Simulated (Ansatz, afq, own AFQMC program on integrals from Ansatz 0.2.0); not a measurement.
# Ga2H2, triplet in cc-pVDZ, levels against CCSDT(Q)

```
atom   x (Å)    y (Å)    z (Å)
  Ga  0.0000   0.0000  -1.5162
  Ga  0.0000   0.0000   1.5788
   H  0.0000   1.4216  -2.1686
   H  0.0000  -1.4216  -2.1686
```

Connectivity, by distances: GaH2 ··· Ga.

Basis cc-pVDZ. Noble-gas cores (and the filled d shells of Ga–Kr and In–Xe) are frozen. Ansatz 0.2.0 and our own AFQMC program on the same integrals; the CISD trial comes from CCSD amplitudes, and released means the phaseless constraint is let go. ± is one standard error of the sampling. No spin–orbit coupling.

Determinant: UHF, the one that the program's search chose, which needn't be the lowest solution. The geometry is a point of a scan.

No full CI on the walks' own integrals is used here; CCSDT(Q) serves as the reference and is uncertain by about the last step of the cluster series.

Cautions: no relativity below Rb; no spin-orbit coupling; inner d shell frozen; lower spins were not checked.

* T1 diagnostic: 0.0371
* weight of the determinant in the CISD state: 0.867
* ⟨S²⟩ of the determinant: 2.027
* size of the correlated space: 8 electrons in 36 orbitals

Reference: CCSDT(Q), correlation energy -3.640 eV. The released energy is read at 2.40 1/Eh (meV from the phaseless value at times in 1/Eh: -9 ± 9 at 0.24, -10 ± 9 at 0.51, 1 ± 7 at 0.99, -27 ± 9 at 1.62, -19 ± 11 at 2.40).

```csv
level,E − E(reference) (kJ/mol),share of correlation (%)
HF,351.2,0.00
MP2,102.7,70.77
CCSD,13.4,96.17
CCSD(T),4.2,98.79
CCSDT,0.5,99.87
ph-AFQMC/CISD,2.9 ± 0.7,99.17
released AFQMC,1.0 ± 1.1,99.71
```

A walk keeps the symmetry of its determinant, which the program's search chose and which needn't be the lowest solution, so a lower state of the same spin and another symmetry isn't excluded. Released energies are given only where the last usable release times agree within the noise; a slower fall can still hide under it.
